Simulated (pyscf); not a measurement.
PySCF, gas phase, ωB97X-D3(BJ)/def2-SVP geometries. Correlated levels are frozen-core, on RHF or UHF. ΔMP2 is the change of the MP2 total energy from the triple- to the quadruple-zeta basis.

### Question
Estimate by transition-state theory the rate constant of H atom (H•) + hydrogen peroxide (HO–OH) → water (H₂O) + hydroxyl (OH•) (doublet surface; O–O broken, H–O formed) at 1200 K, with CCSD(T)/def2-TZVPP + ΔMP2(QZVPP) energies (ideal gas, 1 atm, RRHO with modes under 100 cm⁻¹ raised to 100, one conformer, R ln 2 for rigid chiral ones; no tunnelling).

### Answer
The electronic barrier is 7.0 kcal/mol and the thermal terms add +24.0, so ΔG‡ = 31.1 kcal/mol. With k_BT/h = 2.50e+13 s⁻¹ and RT = 2.385 kcal/mol, and a volume of 1.64e-19 cm³ per molecule at 1 atm, k = 9.0e-12 cm³ molecule⁻¹ s⁻¹. Wigner's tunnelling factor for 1394i cm⁻¹ would be 1.12. A shift of 1 kcal/mol in the barrier changes k by a factor 1.5. On the product side the descent ends in a complex, 6.6 kcal/mol under the separated species and 82.9 kcal/mol under the saddle at ωB97X-D3(BJ)/def2-TZVP. This is the saddle that the search found; another between the same sides may lie lower. The angle at the attacked O is 161°. The CCSD(T) − MP2 part came from Ansatz, without density fitting, on the same reference. A UHF reference is spin-contaminated (<S²> up to 0.97), which harms MP2 most.
